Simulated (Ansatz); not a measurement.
# S₂F (doublet): from Hartree-Fock to the top rungs, def2-QZVPP

The task here is to estimate one member of a computed series from the others.

The runs use Ansatz 0.2.0, Gaussian basis; def2-QZVPP, core rule «outside noble gas», up to 11 orbitals frozen.

To be run: UHF; ROHF; CCSD(T) on UHF.

## The geometry

The geometry is a PBE0/def2-TZVP stationary point (not a proven minimum) of the parent state, kept for this charge and spin.

3 atoms, charge 0, spin multiplicity 2.

Atoms are counted from 1 here; the program's logs count them from 0.

Bond lengths: F1–S2 1.740 Å, S2–S3 1.950 Å. Angles: F1–S2–S3 180.0°.

Set-up of the first run:

in.yaml

```yaml
crystal:
  periodic: [false, false, false]
  atoms:
    - {symbol: F, position_ang: [0.000000, 0.000000, 1.810100]}
    - {symbol: S, position_ang: [0.000000, 0.000000, 0.070000]}
    - {symbol: S, position_ang: [0.000000, 0.000000, -1.880100]}
basis:
  gaussian: {orbitals: "def2-QZVPP.json"}
magnetization: {spin_polarized: true, initial_magnetization: 1}
hamiltonian: {xc: hf}
output: {orbitals: {seedname: orbitals}}
```

On the command line:

```
> ansatz run in.yaml --threads 1 --pin off --events-out ev --progress --plain --max-ram 2393MiB
```

Among the steps run: UHF; ROHF; CCSD(T) on UHF.

One table of the session follows, with a row left open; its other results are not shown here.

It belongs to the step «Misses and costs». 

```
  method  from UCCSD(T) (kJ/mol)
    ROHF                 +1946.3
     UHF                 +1869.6
    UMP2                  +199.3
   UCCSD                       ?
UCCSD(T)                       0
```

Q: Estimate the row for UCCSD from the others.

**Answer.** from UCCSD(T) (kJ/mol): +114.1. In the column «from UCCSD(T) (kJ/mol)» it lies between UCCSD(T) (0) and UMP2 (+199.3).

Caveats from the session: The determinant is far from a pure spin state, so its energy mixes those of several spin states (harmless only where they are near-degenerate, as at dissociation). Warnings: spin contamination; coupled cluster took another determinant than the lowest.
